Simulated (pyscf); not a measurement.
HO–Sb(OH)–F + water (H₂O) → HO–Sb(OH)–OH + hydrogen fluoride (HF), a four-centre exchange (singlet surface; F–Sb, H–O broken, O–Sb, F–H formed). Single points on ωB97X-D3(BJ)/def2-SVP structures (PySCF, gas phase). Energies in eV from the separated reactants.

AM1 to PM7: differences of heats of formation from MOPAC, which are fitted to 298 K values and so differ in kind from electronic energies by zero-point and thermal terms. 

Task: Quick PM3 single points give ΔE‡ = 0.82 eV and ΔE = -0.46 eV. What does ωB97M-D3(BJ)/def2-TZVP give, and how far is the quick result from it?

Result: ωB97M-D3(BJ)/def2-TZVP gives ΔE‡ = 0.28 eV and ΔE = +0.45 eV. PM3 lies 0.54 eV over it in the barrier and 0.91 eV under it in the reaction energy, so on this step it does not hold to within 0.13 eV. ωB97M-D3(BJ)/def2-TZVP has limits of its own. On the reactant side the descent ends in a bound adduct, 0.46 eV under the separated species and 0.71 eV under the saddle at ωB97X-D3(BJ)/def2-TZVP. On the product side the descent ends in a bound adduct, 0.53 eV under the separated species and 0.36 eV under the saddle at ωB97X-D3(BJ)/def2-TZVP. At ωB97M-D3(BJ) the saddle lies under the separated products, which points to a path from their complex (located at ωB97X-D3(BJ) alone), and parting the products costs more than the saddle. One saddle was located; it need not be the lowest between these sides. In the def2 sets elements past Kr carry core potentials, without spin-orbit coupling.
